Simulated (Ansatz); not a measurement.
# BH3S: the cost of one run

Method: PBE0-D4/def2-TZVP structures, single points in def2-TZVPP, no counterpoise correction; program: Ansatz 0.2.0, Gaussian basis.

Levels: SPW92, PBE-D4, BLYP-D4, r2SCAN-D4, B97M-V, PBE0-D4, B3LYP-D4, r2SCAN0-D4, BHLYP-D4, CAM-B3LYP-D4, wB97X-V, wB97M-V, B2PLYP, PBE-QIDH, RPA on PBE, Hartree-Fock, MP2, CCSD, CCSD(T).

Correlated methods freeze the cores. B3LYP uses VWN-RPA correlation. B2PLYP carries no dispersion term here.

94 further runs of the same task are left out: 94 set aside as unsound or not needed.

### Step 1. Starting geometry

The complex: 8 atoms, charge 0, spin multiplicity 1.

Atoms are counted from 1 here; the program's logs count them from 0.

Bond lengths: B1–S2 1.869 Å, B1–H3 1.202 Å, B1–H4 1.195 Å, S2–H7 1.343 Å, H5–O6 0.973 Å, O6–H8 0.965 Å. Angles: S2–B1–H3 110.8°, S2–B1–H4 116.4°, H3–B1–H4 117.9°, B1–S2–H7 98.8°, H5–O6–H8 107.9°.

Coordinates:

```
B    -0.0907   -0.4055   -0.5292
S     1.5904    0.4107   -0.4859
H     0.0071   -1.5937   -0.3726
H    -0.8520   -0.0120   -1.3620
H    -0.0548    0.5515    1.3675
O    -0.8095    0.1115    0.9394
H     1.2585    1.5914   -1.0327
H    -1.0487   -0.6541    1.4755
```

Its parts: BH3S holds atoms 1, 2, 3, 4, 7; H2O holds atoms 5, 6, 8. Each part counts its atoms afresh in its own runs.

### Step 2. Relaxing BH3S alone

relax-a/in.yaml reads:

```yaml
crystal:
  periodic: [false, false, false]
  atoms:
    - {symbol: B, position_ang: [-0.090717, -0.405499, -0.529171]}
    - {symbol: S, position_ang: [1.590400, 0.410733, -0.485855]}
    - {symbol: H, position_ang: [0.007099, -1.593719, -0.372590]}
    - {symbol: H, position_ang: [-0.852029, -0.011966, -1.361999]}
    - {symbol: H, position_ang: [1.258471, 1.591403, -1.032728]}
basis:
  gaussian: {orbitals: def2-TZVP}
hamiltonian: {xc: pbe0, dispersion: d4}
relax: {f_tol: 0.005, max_steps: 200}
```

On the command line:

```bash
ansatz run in.yaml --threads 2 --pin off --events-out ev --progress --plain --max-ram 4352MiB
```

**Question.** How long does this run take on 2 threads of Intel Xeon Platinum 8488C, shared host?

About 6 s.
